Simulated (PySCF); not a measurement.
Simulated C 1s region for `C/C=C/F`, binding energy against the vacuum level.

Every computed line was given a Gaussian of 1.0 eV full width at half maximum and an area set by the number of equivalent atoms; the highest printed point is 100. Theory: delta-SCF UKS SCAN, pcX-2 on the ionised atom, pcseg-1 elsewhere, spin-free X2C in PySCF.

binding energy (eV), intensity and a bar:
```
    289.2          0 
    289.3          0 
    289.4          1 
    289.5          1 
    289.6          2 #
    289.7          4 #
    289.8          7 ##
    289.9         11 ###
    290.0         17 #####
    290.1         25 #######
    290.2         35 ##########
    290.3         46 ##############
    290.4         58 #################
    290.5         71 #####################
    290.6         82 #########################
    290.7         91 ###########################
    290.8         97 #############################
    290.9        100 ##############################
    291.0         99 ##############################
    291.1         94 ############################
    291.2         86 ##########################
    291.3         76 #######################
    291.4         64 ###################
    291.5         52 ################
    291.6         42 #############
    291.7         34 ##########
    291.8         29 #########
    291.9         27 ########
    292.0         28 ########
    292.1         32 ##########
    292.2         38 ###########
    292.3         45 #############
    292.4         51 ###############
    292.5         56 #################
    292.6         58 #################
    292.7         57 #################
    292.8         54 ################
    292.9         47 ##############
    293.0         40 ############
    293.1         31 #########
    293.2         23 #######
    293.3         17 #####
    293.4         11 ###
    293.5          7 ##
    293.6          4 #
    293.7          2 #
    293.8          1 
    293.9          1 
    294.0          0 
    294.1          0
```

Problem. How many maxima does the curve show, and how many computed lines lie under it?

Solution. The curve has 2 maxima (at 290.9 and 292.6 eV). Under it lie 3 lines from 3 inequivalent carbon sites. At this width some lines have no maximum of their own.

Problem. Decompose the envelope and assign each component. Numbering: `[CH3:1]/[CH:2]=[CH:3]/[F:4]`.

Solution. 
```tsv
position (eV)	relative area	line	atoms	environment
290.69	1	C 1s	C2	alkene CH carbon
291.15	1	C 1s	C1	allylic carbon
292.63	1	C 1s	C3	vinylic C–F carbon
```

Problem. What are the centre and the root-mean-square width of the whole band?

Solution. The area-weighted mean of the lines is 291.49 eV. Their own spread about it is 0.83 eV (rms) and each Gaussian has σ = 1.0/2.355 = 0.42 eV; the variances add, which gives 0.93 eV.

The listed C 1s values span 1.94 eV, from C2 (bonded to C (double bond), C and H) to C3 (bonded to F, C (double bond) and H). The widest gap between neighbouring values is 1.48 eV, between 291.15 and 292.63 eV.

Shake-up satellites, vibrational structure and lifetime widths aren't simulated. Geometry: GFN2-xTB; no solvent, vibrations or thermal averaging.
